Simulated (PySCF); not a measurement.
## Atomization energy of P2, singlet, from cheap to dear

Geometry (MP2(full)/6-31G*, from the G2/97 set):

```xyz
2

P     0.0000    0.0000    0.0000
P     0.0000    0.0000    1.9323
```

Measured, as an electronic atomization energy: 490.5 kJ/mol (G2/97 heats of formation of molecule and atoms, with zero-point and thermal terms from B3LYP taken off; Curtiss et al., J. Chem. Phys. 106, 1063 (1997), Staroverov et al., J. Chem. Phys. 119, 12129 (2003)). The measured value holds scalar relativity and spin–orbit coupling, which all computed ones lack, and core correlation, which the wave-function levels lack. Atoms are taken at the same level; beside RHF, RMP2 and RCC rows they are unrestricted. (Q) wasn't run for open shells, so the atoms' step beyond CCSDT comes from their full CI. PySCF 2.14.0; the 6-31G* set has Cartesian d functions; a miss is computed less measured; times are wall times on shared hosts and scatter by a factor of two or so; they hold the correlated step alone (with one SCF for RCCSD(T)), and functionals start from a converged Hartree–Fock density. B3LYP has the VWN-RPA form, and B2PLYP's MP2 part freezes the cores. A small miss in a small set is a cancellation of the method's error against the basis error.

| level | basis | miss (kJ/mol) | time of the run | hardware |
| --- | --- | --- | --- | --- |
| RCCSD(T) | 6-31G | -244.0 | 0.28 s | 1 CPU thread |
| RCCSDT(Q) | STO-3G | -55.3 | 0.32 s | 1 CPU thread |
| RCCSD(T) | 6-31G* | -111.3 | 0.45 s | 1 CPU thread |
| RCCSD(T) | cc-pV(D+d)Z | -104.2 | 0.71 s | 1 CPU thread |
| PBE | STO-3G | 140.9 | 0.82 s | 1 CPU thread |
| B3LYP | STO-3G | 59.7 | 1.1 s | 1 CPU thread |
| B2PLYP | STO-3G | 26.6 | 1.2 s | 1 CPU thread |
| r2SCAN | STO-3G | 52.6 | 1.4 s | 1 CPU thread |
| PBE | 6-31G | -108.0 | 1.6 s | 1 CPU thread |
| CAM-B3LYP | STO-3G | 2.2 | 1.6 s | 1 CPU thread |
| B3LYP | 6-31G | -147.4 | 1.9 s | 1 CPU thread |
| full CI | STO-3G | -55.9 | 2.1 s | 1 CPU thread |
| UCCSD(T) | cc-pV(D+d)Z | -111.8 | 2.1 s | 1 CPU thread |
| PBE | 6-31G* | -9.2 | 2.3 s | 1 CPU thread |
| r2SCAN | 6-31G | -157.8 | 2.7 s | 1 CPU thread |
| B3LYP | 6-31G* | -38.2 | 2.7 s | 1 CPU thread |
| PBE | cc-pV(D+d)Z | 9.3 | 2.8 s | 1 CPU thread |
| PBE0 | cc-pV(D+d)Z | -38.8 | 3.4 s | 1 CPU thread |
| B2PLYP | 6-31G* | -50.2 | 3.6 s | 1 CPU thread |
| CAM-B3LYP | 6-31G | -188.8 | 3.7 s | 1 CPU thread |
| B2PLYP | cc-pV(D+d)Z | -33.8 | 4.3 s | 1 CPU thread |
| r2SCAN | 6-31G* | -49.9 | 4.7 s | 1 CPU thread |
| RCCSD(T) | cc-pV(T+d)Z | -50.9 | 5.2 s | 1 CPU thread |
| BLYP | cc-pV(T+d)Z | 18.0 | 6.1 s | 1 CPU thread |
| r2SCAN | cc-pV(D+d)Z | -34.8 | 6.3 s | 1 CPU thread |
| wB97X-V | STO-3G | 9.2 | 6.7 s | 1 CPU thread |
| BHLYP | cc-pV(T+d)Z | -65.1 | 7.4 s | 1 CPU thread |
| PBE | cc-pV(T+d)Z | 17.2 | 9.8 s | 1 CPU thread |
| wB97X-V | 6-31G | -173.9 | 10 s | 1 CPU thread |
| wB97X-V | cc-pV(D+d)Z | -16.8 | 12 s | 1 CPU thread |
| wB97M-V | cc-pV(D+d)Z | -0.5 | 15 s | 1 CPU thread |
| RCCSDT(Q) | 6-31G* | -106.6 | 18 s | 1 CPU thread |
| wB97X-V | cc-pV(T+d)Z | -4.9 | 25 s | 1 CPU thread |
| B3LYP | cc-pV(Q+d)Z | -8.1 | 38 s | 1 CPU thread |
| r2SCAN | cc-pV(Q+d)Z | -20.7 | 57 s | 1 CPU thread |
| RCCSDT(Q) | cc-pV(D+d)Z | -99.9 | 57 s | 1 CPU thread |
| B2PLYP | cc-pV(Q+d)Z | -2.0 | 67 s | 1 CPU thread |
| CAM-B3LYP | cc-pV(Q+d)Z | -31.0 | 78 s | 1 CPU thread |
| UCCSD(T) | cc-pV(Q+d)Z | -32.9 | 7 min | 1 CPU thread |
| UCCSDT | cc-pV(D+d)Z | -105.2 | 8.5 min | 1 CPU thread |

Some unrestricted rows aren't spin-pure. Their determinants' ⟨S²⟩ reaches 0.85 in the UMP2 and UCC rows, against 0.00 for a pure state.

The smallest set from which on each level stays within 1 kcal/mol of its own cc-pV(Q+d)Z value (sets in order of size: STO-3G, 6-31G, 6-31G*, cc-pV(D+d)Z, cc-pV(T+d)Z, cc-pV(Q+d)Z): RHF cc-pV(T+d)Z; UHF cc-pV(T+d)Z; PBE cc-pV(T+d)Z; r2SCAN cc-pV(T+d)Z; B3LYP cc-pV(T+d)Z; wB97M-V cc-pV(T+d)Z; B2PLYP none (cc-pV(T+d)Z is 2.0 kcal/mol off); RMP2 none (cc-pV(T+d)Z is 6.1 kcal/mol off); UMP2 none (cc-pV(T+d)Z is 5.2 kcal/mol off); RCCSD(T) none (cc-pV(T+d)Z is 6.1 kcal/mol off); UCCSD(T) none (cc-pV(T+d)Z is 6.2 kcal/mol off).
